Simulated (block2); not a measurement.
# DMRG/STO-6G run of N2H3 (hydrazinyl radical)

Aim: the vertical ionisation energy of N2H3 (hydrazinyl radical) at DMRG/STO-6G, from 2 runs. 

The results are computed with block2 0.5.4.

3 further runs of the same task are left out: 1 that didn't finish, 2 set aside as unsound or not needed.

## 1. Starting point

N2H3: 5 atoms, total charge 0, spin state doublet. As SMILES, `[NH]N`. Geometry: relaxed at GFN2-xTB. This is one conformer, not always the lowest.

Bond lengths: N1–N2 1.335 Å, N1–H3 1.020 Å, N2–H4 1.011 Å, N2–H5 1.017 Å. Angles: N1–N2–H4 112.8°, N1–N2–H5 121.7°, N2–N1–H3 109.8°, H4–N2–H5 116.1°.

## 2. The energy at DMRG/STO-6G

make_fcidump.py reads:

```python
from pyscf import ao2mo, cc, dft, gto, mcscf, mp, scf
from pyscf.tools import fcidump

mol = gto.M(atom="""
N     -0.174970    -0.805480     0.447260
N     -0.126270     0.251970    -0.365880
H      0.751750    -0.989150     0.831090
H     -1.043070     0.577800    -0.638700
H      0.592550     0.964850    -0.273770
""", basis="sto-6g", charge=0, spin=1, verbose=3, max_memory=2000)
print("basis functions: %d" % (mol.nao))
mf = scf.ROHF(mol)
mf.conv_tol = 1e-10
mf.max_cycle = 200
mf.kernel()
if not mf.converged:
    mf = mf.newton().run(mf.mo_coeff, mf.mo_occ)
print("E(HF): %.10f" % (mf.e_tot))
# single-reference ladder for comparison
ref = scf.UHF(mol).run(mf.make_rdm1(), conv_tol=1e-10)
pt = mp.MP2(ref, frozen=2).run()
mycc = cc.CCSD(ref, frozen=2)
mycc.max_cycle = 150
mycc.kernel()
print("MP2 total energy: %.10f" % (pt.e_tot))
if mycc.converged:
    print(f"E(CCSD): {mycc.e_tot:.10f}")
    print(f"E(CCSD(T)): {mycc.e_tot + mycc.ccsd_t():.10f}")
# a few density functionals on the same geometry and basis
ks = dft.UKS(mol, xc="camb3lyp").set(conv_tol=1e-9, verbose=3).run(mf.make_rdm1())
if ks.converged:
    print("E(CAM-B3LYP): %.8f" % (ks.e_tot))
ks = dft.UKS(mol, xc="pbe0").set(conv_tol=1e-9, verbose=3).run(mf.make_rdm1())
if ks.converged:
    print("E(PBE0): %.8f" % (ks.e_tot))
ks = dft.UKS(mol, xc="b3lyp").set(conv_tol=1e-9, verbose=3).run(mf.make_rdm1())
if ks.converged:
    print(f"E(B3LYP): {ks.e_tot:.8f}")
# write the integrals of the correlated orbitals
cas = mcscf.CASCI(mf, 11, 13)
h1, ecore = cas.get_h1eff()
fcidump.from_integrals("FCIDUMP", h1, cas.get_h2eff(), 11, 13, nuc=ecore, ms=1)
# exact diagonalisation in the same space
ci = mcscf.CASCI(mf, 11, (7, 6))
ci.fix_spin_(ss=0.75)
ci.fcisolver.conv_tol = 1e-10
ci.fcisolver.max_cycle = 200
ci.kernel()
print("FCI energy: %.10f" % (ci.e_tot))
```

input.conf reads:

```
sym c1
orbitals FCIDUMP
nelec 13
spin 1
irrep 1
occ 2 2 2 2 2 2 1 0 0 0 0
cbias 0.2
schedule
0 75 1E-08 1E-04
3 100 1E-08 1E-05
5 100 1E-09 0.0
end
maxiter 11
sweep_tol 1E-06
fiedler
mem 2g
num_thrds 1
prefix ./tmp
outputlevel 1
```

On the command line:

```bash
$ python make_fcidump.py && block2main input.conf
```

Log:

```text
$ python make_fcidump.py
basis functions: 13
converged SCF energy = -110.200353801143
E(HF): -110.2003538011
converged SCF energy = -110.202380904815  <S^2> = 0.75544084  2S+1 = 2.0054335
E(UMP2) = -110.279748743194  E_corr = -0.0773678383789587
E(SCS-UMP2) = -110.286559326299  E_corr = -0.0841784214838439
E(UCCSD) = -110.3081021473287  E_corr = -0.1057212425137415
MP2 total energy: -110.2797487432
E(CCSD): -110.3081021473
UCCSD(T) correction = -0.000954772346867841
E(CCSD(T)): -110.3090569197
converged SCF energy = -110.753827821776  <S^2> = 0.75144259  2S+1 = 2.0014421
E(CAM-B3LYP): -110.75382782
converged SCF energy = -110.699303874935  <S^2> = 0.7514931  2S+1 = 2.0014925
E(PBE0): -110.69930387
converged SCF energy = -110.809260040407  <S^2> = 0.75131742  2S+1 = 2.001317
E(B3LYP): -110.80926004
CASCI E = -110.309515367824  E(CI) = -43.3584826256773  S^2 = 0.7500000
FCI energy: -110.3095153678

$ block2main input.conf

********************************** INPUT START **********************************
sym                                                             c1
orbitals                                                   FCIDUMP
nelec                                                           13
spin                                                             1
irrep                                                            1
occ                                          2 2 2 2 2 2 1 0 0 0 0
cbias                                                          0.2
maxiter                                                         11
sweep_tol                                                    1E-06
fiedler
mem                                                             2g
num_thrds                                                        1
prefix                                                       ./tmp
outputlevel                                                      1
schedule                  Sweep   0-   2 : Mmps =    75 Noise =    0.0001 DavTol =     1e-08
                          Sweep   3-   4 : Mmps =   100 Noise =     1e-05 DavTol =     1e-08
                          Sweep   5-  10 : Mmps =   100 Noise =         0 DavTol =     1e-09
********************************** INPUT END   **********************************

SPIN ADAPTED - REAL DOMAIN - DOUBLE PREC
qc mpo type =  QCTypes.Conventional
 UseMainStack = 0 MinDiskUsage = 1 MinMemUsage = 0 IBuf = 0 OBuf = 0
 FPCompression: prec = 1.00e-16 chunk = 1024
 IMain = 0 B / 134 MB DMain = 0 B / 687 MB ISeco = 0 B / 57.2 MB DSeco = 0 B / 1.01 GB
 OpenMP = 1 TBB = 0 BLIS = 0 MKL = NONE  SeqType = Tasked AlignType = None MKLIntLen = 4
 THREADING = 2 layers : Global | Operator BatchedGEMM
 NUMBER : Global = 1 Operator = 1 Quanta = 0 MKL = 1
 COMPLEX = 1 SINGLE-PREC = 1 KSYMM = 0
using fiedler reorder =  [ 8 10  9  7  2  3  5  1  0  4  6]
read integral finished 0.004884572932496667
integral sym error =            0
MinMPOMemUsage =  False
MPS =  CCRRRRRRRRR 0 2 < N=13 S=1/2 PG=0 >
GS INIT MPS BOND DIMS =       1     3    10    35    80    85    87    86    56    15     4     1
pre-mpo memory usage =  154 MB
build mpo start ...
build mpo finished ... Tread = 0.000 Twrite = 0.000 T = 0.006
simpl mpo start ...
simpl mpo finished ... Tread = 0.000 Twrite = 0.000 T = 0.018
GS MPO BOND DIMS =      16    23    34    49    68    68    49    34    23    16     1
build 1pdm mpo 0.0482820279430598
build identity mpo 0.0491730619687587
memory usage =  163 MB
para mpo finished 0.04965080786496401
env init finished 0.13652499881573021

Sweep =    0 | Direction =  forward | Bond dimension =   75 | Noise =  1.00e-04 | Dav threshold =  1.00e-08
Time elapsed =      0.940 | E =    -110.2997435071 | DW = 1.37198e-05

Sweep =    1 | Direction = backward | Bond dimension =   75 | Noise =  1.00e-04 | Dav threshold =  1.00e-08
Time elapsed =      1.740 | E =    -110.3092171929 | DE = -9.47e-03 | DW = 1.70820e-04

Sweep =    2 | Direction =  forward | Bond dimension =   75 | Noise =  1.00e-04 | Dav threshold =  1.00e-08
Time elapsed =      2.367 | E =    -110.3092230321 | DE = -5.84e-06 | DW = 8.23389e-05

Sweep =    3 | Direction = backward | Bond dimension =  100 | Noise =  1.00e-05 | Dav threshold =  1.00e-08
Time elapsed =      3.271 | E =    -110.3093534070 | DE = -1.30e-04 | DW = 6.69415e-05

Sweep =    4 | Direction =  forward | Bond dimension =  100 | Noise =  1.00e-05 | Dav threshold =  1.00e-08
Time elapsed =      4.367 | E =    -110.3094324806 | DE = -7.91e-05 | DW = 4.26961e-05

Sweep =    5 | Direction = backward | Bond dimension =  100 | Noise =  0.00e+00 | Dav threshold =  1.00e-09
Time elapsed =      5.614 | E =    -110.3094428372 | DE = -1.04e-05 | DW = 8.15506e-05

Sweep =    6 | Direction =  forward | Bond dimension =  100 | Noise =  0.00e+00 | Dav threshold =  1.00e-09
Time elapsed =      6.862 | E =    -110.3094409193 | DE = 1.92e-06 | DW = 4.16503e-05

Sweep =    7 | Direction = backward | Bond dimension =  100 | Noise =  0.00e+00 | Dav threshold =  1.00e-09
Time elapsed =      8.082 | E =    -110.3094417427 | DE = -8.23e-07 | DW = 8.21699e-05

Final canonical form =  CRRRRRRRRRR 0
DMRG Energy = -110.309441742689728
```

It took 16 s on 1 thread of Arm Neoverse V2, shared host; peak memory 0.2 GiB.

## 3. The singlet cation: the energy at DMRG/STO-6G

prepare.py reads:

```python
from pyscf import ao2mo, cc, dft, gto, mcscf, mp, scf
from pyscf.tools import fcidump

mol = gto.M(atom="""
N     -0.33064538    -1.52213660     0.84519891
N     -0.23861572     0.47615429    -0.69141299
H      1.42060161    -1.86922260     1.57053248
H     -1.97111663     1.09188375    -1.20696808
H      1.11975722     1.82330225    -0.51735032
""", basis="sto-6g", unit="bohr", charge=1, verbose=3, max_memory=2000)
print("nao = %d" % (mol.nao))
mf = scf.RHF(mol)
mf.conv_tol = 1e-10
mf.max_cycle = 200
mf.kernel()
if not mf.converged:
    mf = mf.newton().run(mf.mo_coeff, mf.mo_occ)
print("reference energy = %.10f" % (mf.e_tot))
ref = mf
pt = mp.MP2(ref, frozen=2).run()
mycc = cc.CCSD(ref, frozen=2)
mycc.max_cycle = 150
mycc.kernel()
print("MP2 total energy = %.10f" % (pt.e_tot))
if mycc.converged:
    print(f"CCSD total energy = {mycc.e_tot:.10f}")
    print(f"E(CCSD(T)) = {mycc.e_tot + mycc.ccsd_t():.10f}")
    print("T1 = %.4f" % (mycc.get_t1_diagnostic()))
ks = dft.RKS(mol, xc="camb3lyp").set(conv_tol=1e-9, verbose=3).run()
if ks.converged:
    print(f"E(CAM-B3LYP) = {ks.e_tot:.8f}")
ks = dft.RKS(mol, xc="pbe0").set(conv_tol=1e-9, verbose=3).run()
if ks.converged:
    print("E(PBE0) = %.8f" % (ks.e_tot))
ks = dft.RKS(mol, xc="b3lyp").set(conv_tol=1e-9, verbose=3).run()
if ks.converged:
    print("E(B3LYP) = %.8f" % (ks.e_tot))
cas = mcscf.CASCI(mf, 11, 12)
h1, ecore = cas.get_h1eff()
fcidump.from_integrals("FCIDUMP", h1, cas.get_h2eff(), 11, 12, nuc=ecore, ms=0)
ci = mcscf.CASCI(mf, 11, (6, 6))
ci.fix_spin_(ss=0)
ci.fcisolver.conv_tol = 1e-10
ci.fcisolver.max_cycle = 200
ci.kernel()
print("FCI energy = %.10f" % (ci.e_tot))
```

dmrg.conf reads:

```
sym c1
orbitals FCIDUMP
nelec 12
spin 0
irrep 1
occ 2 2 2 2 2 2 0 0 0 0 0
cbias 0.2
schedule
0 50 1E-09 1E-04
4 100 1E-09 1E-05
7 100 1E-10 0.0
end
maxiter 13
sweep_tol 1E-06
gaopt default
mem 1g
num_thrds 1
prefix ./tmp
outputlevel 1
```

On the command line:

```bash
$ python prepare.py && block2main dmrg.conf
```

Log:

```text
$ python prepare.py
nao = 13
converged SCF energy = -109.954200692304
reference energy = -109.9542006923
E(RMP2) = -110.089991171105  E_corr = -0.135790478801271
E(SCS-RMP2) = -110.09729187507  E_corr = -0.143091182766027
E(CCSD) = -110.1217263511936  E_corr = -0.1675256588897083
MP2 total energy = -110.0899911711
CCSD total energy = -110.1217263512
CCSD(T) correction = -0.00444269826098833
E(CCSD(T)) = -110.1261690495
T1 = 0.0328
converged SCF energy = -110.508960928464
E(CAM-B3LYP) = -110.50896093
converged SCF energy = -110.455772846255
E(PBE0) = -110.45577285
converged SCF energy = -110.565756397626
E(B3LYP) = -110.56575640
CASCI E = -110.127239622265  E(CI) = -43.1755898178658  S^2 = 0.0000000
FCI energy = -110.1272396223

$ block2main dmrg.conf

********************************** INPUT START **********************************
sym                                                             c1
orbitals                                                   FCIDUMP
nelec                                                           12
spin                                                             0
irrep                                                            1
occ                                          2 2 2 2 2 2 0 0 0 0 0
cbias                                                          0.2
maxiter                                                         13
sweep_tol                                                    1E-06
gaopt                                                      default
mem                                                             1g
num_thrds                                                        1
prefix                                                       ./tmp
outputlevel                                                      1
schedule                  Sweep   0-   3 : Mmps =    50 Noise =    0.0001 DavTol =     1e-09
                          Sweep   4-   6 : Mmps =   100 Noise =     1e-05 DavTol =     1e-09
                          Sweep   7-  12 : Mmps =   100 Noise =         0 DavTol =     1e-10
********************************** INPUT END   **********************************

SPIN ADAPTED - REAL DOMAIN - DOUBLE PREC
qc mpo type =  QCTypes.Conventional
 UseMainStack = 0 MinDiskUsage = 1 MinMemUsage = 0 IBuf = 0 OBuf = 0
 FPCompression: prec = 1.00e-16 chunk = 1024
 IMain = 0 B / 66.8 MB DMain = 0 B / 343 MB ISeco = 0 B / 28.6 MB DSeco = 0 B / 515 MB
 OpenMP = 1 TBB = 0 BLIS = 0 MKL = NONE  SeqType = Tasked AlignType = None MKLIntLen = 4
 THREADING = 2 layers : Global | Operator BatchedGEMM
 NUMBER : Global = 1 Operator = 1 Quanta = 0 MKL = 1
 COMPLEX = 1 SINGLE-PREC = 1 KSYMM = 0
using gaopt reorder =  [ 8 10  9  7  3  2  1  0  5  4  6]
read integral finished 0.9975067670457065
integral sym error =            0
MinMPOMemUsage =  False
MPS =  CCRRRRRRRRR 0 2 < N=12 S=0 PG=0 >
GS INIT MPS BOND DIMS =       1     3    10    35    55    63    63    55    35    10     3     1
pre-mpo memory usage =  154 MB
build mpo start ...
build mpo finished ... Tread = 0.000 Twrite = 0.000 T = 0.006
simpl mpo start ...
simpl mpo finished ... Tread = 0.000 Twrite = 0.000 T = 0.018
GS MPO BOND DIMS =      16    23    34    49    68    68    49    34    23    16     1
build 1pdm mpo 1.0398113480769098
build identity mpo 1.0406429839786142
memory usage =  163 MB
para mpo finished 1.041158742038533
env init finished 1.1026767219882458

Sweep =    0 | Direction =  forward | Bond dimension =   50 | Noise =  1.00e-04 | Dav threshold =  1.00e-09
Time elapsed =      0.286 | E =    -110.1194758804 | DW = 1.24767e-05

Sweep =    1 | Direction = backward | Bond dimension =   50 | Noise =  1.00e-04 | Dav threshold =  1.00e-09
Time elapsed =      0.535 | E =    -110.1253364351 | DE = -5.86e-03 | DW = 1.66375e-04

Sweep =    2 | Direction =  forward | Bond dimension =   50 | Noise =  1.00e-04 | Dav threshold =  1.00e-09
Time elapsed =      0.765 | E =    -110.1260022863 | DE = -6.66e-04 | DW = 1.95337e-04

Sweep =    3 | Direction = backward | Bond dimension =   50 | Noise =  1.00e-04 | Dav threshold =  1.00e-09
Time elapsed =      0.987 | E =    -110.1261298290 | DE = -1.28e-04 | DW = 1.99172e-04

Sweep =    4 | Direction =  forward | Bond dimension =  100 | Noise =  1.00e-05 | Dav threshold =  1.00e-09
Time elapsed =      1.467 | E =    -110.1268282381 | DE = -6.98e-04 | DW = 1.52477e-05

Sweep =    5 | Direction = backward | Bond dimension =  100 | Noise =  1.00e-05 | Dav threshold =  1.00e-09
Time elapsed =      2.231 | E =    -110.1271012711 | DE = -2.73e-04 | DW = 4.72945e-05

Sweep =    6 | Direction =  forward | Bond dimension =  100 | Noise =  1.00e-05 | Dav threshold =  1.00e-09
Time elapsed =      2.937 | E =    -110.1271105828 | DE = -9.31e-06 | DW = 4.67813e-05

Sweep =    7 | Direction = backward | Bond dimension =  100 | Noise =  0.00e+00 | Dav threshold =  1.00e-10
Time elapsed =      3.710 | E =    -110.1271186370 | DE = -8.05e-06 | DW = 4.67691e-05

Sweep =    8 | Direction =  forward | Bond dimension =  100 | Noise =  0.00e+00 | Dav threshold =  1.00e-10
Time elapsed =      4.486 | E =    -110.1271186255 | DE = 1.15e-08 | DW = 4.67670e-05

Final canonical form =  LLLLLLLLLLC 9
DMRG Energy = -110.127118625491434
```

It took 14 s on 1 thread of Arm Neoverse V2, shared host; peak memory 0.19 GiB.

## 4. Outcome

Level: DMRG/STO-6G, 2 core orbitals frozen.

| quantity | value |
| --- | --- |
| run 1, DMRG/STO-6G: total energy | -110.30944 Eh |
| singlet cation: total energy | -110.12712 Eh |
| singlet cation: T1 diagnostic of the CCSD step | 0.033 |
| vertical ionisation energy (to the singlet cation) | 4.961 eV |

**Reading.** The vertical ionisation energy comes to 4.96 eV (479 kJ/mol). Only the singlet of the ionised species was computed; a triplet could lie lower. In a minimal basis such a difference can be off by several eV, whatever the method. The T1 diagnostic (singlet cation) of 0.033 is above the customary mark for such species, so a single reference may not serve.
